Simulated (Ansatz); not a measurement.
Coupled-cluster run, C4H6ClF (`C[C@@]1(Cl)C[C@H]1F`).

```yaml
crystal:
  periodic: [false, false, false]
  atoms:
    - {symbol: C, position_ang: [-0.587867, -0.852741, 1.044373]}
    - {symbol: C, position_ang: [0.420747, -0.054592, 0.278879]}
    - {symbol: Cl, position_ang: [2.002313, 0.013932, 1.059102]}
    - {symbol: C, position_ang: [0.412473, -0.054756, -1.225594]}
    - {symbol: C, position_ang: [0.018686, 1.166978, -0.468661]}
    - {symbol: F, position_ang: [-1.296162, 1.519175, -0.456336]}
    - {symbol: H, position_ang: [-0.271747, -1.894698, 1.118432]}
    - {symbol: H, position_ang: [-1.555361, -0.812790, 0.541685]}
    - {symbol: H, position_ang: [-0.708802, -0.452113, 2.052288]}
    - {symbol: H, position_ang: [1.354365, -0.041779, -1.758078]}
    - {symbol: H, position_ang: [-0.383817, -0.622834, -1.692453]}
    - {symbol: H, position_ang: [0.672274, 2.031019, -0.459738]}
basis:
  gaussian: {orbitals: def2-TZVPP}
correlation: {method: ccsd_t}
```

```sh
$ ansatz run in.yaml --threads 4 --pin off --events-out ev --progress --plain --max-ram 10444MiB
```

The program prints (abridged):

```
Functional definition: HF
1684 factors; integrals over basis functions are off by at most 1.1e-3 eV
mean field evaluation 1: about -19424.6890 eV, gradient 3.5e1 eV
mean field evaluation 2: about -19424.9873 eV, gradient 3.5e1 eV
mean field evaluation 4: about -19428.2335 eV, gradient 4.2e0 eV
mean field evaluation 8: about -19428.2881 eV, gradient 2.7e-1 eV
mean field -19428.28846887 eV, -713.9764322640 hartree, gradient 3.0e-6 eV, S^2 0.000000; 0 other end points of the search recorded, 0 dependent functions left out
10 core orbitals not correlated: weight in the atoms' cores, before any rotation towards them, 1.000 or more for the frozen orbitals, at most 0.000 for the correlated occupied ones
reference -19428.28846887 eV, -713.9764322640 hartree; 18, 18 occupied and 253, 253 virtual orbitals, 1684 factors
second order -30.16000172 eV of doubles, -0.00000000 eV of singles
cycle   1  -30.57820982 eV  change   -4.2e-1 eV  update   1.1e-1
cycle   2  -31.25016936 eV  change   -6.7e-1 eV  update   3.0e-2
cycle   3  -31.38862372 eV  change   -1.4e-1 eV  update   1.4e-2
cycle   4  -31.38055476 eV  change    8.1e-3 eV  update   2.9e-3
cycle   5  -31.37997007 eV  change    5.8e-4 eV  update   1.1e-3
cycle   6  -31.38061082 eV  change   -6.4e-4 eV  update   3.0e-4
cycle   7  -31.38055261 eV  change    5.8e-5 eV  update   1.2e-4
cycle   8  -31.38049718 eV  change    5.5e-5 eV  update   3.9e-5
cycle   9  -31.38050114 eV  change   -4.0e-6 eV  update   1.6e-5
perturbative correction -1.28102467 eV, -0.0470767882 hartree
Total energy: -19460.94999467 eV, -715.1767211986 hartree
```

Run time 4.5 min (4 threads of an Intel Xeon Platinum 8175M on a shared host); peak host memory 8.6 GiB.

MP2 recovers 92.3 % of the CCSD(T) correlation energy and the triples give 3.9 %; T1 = 0.0097.
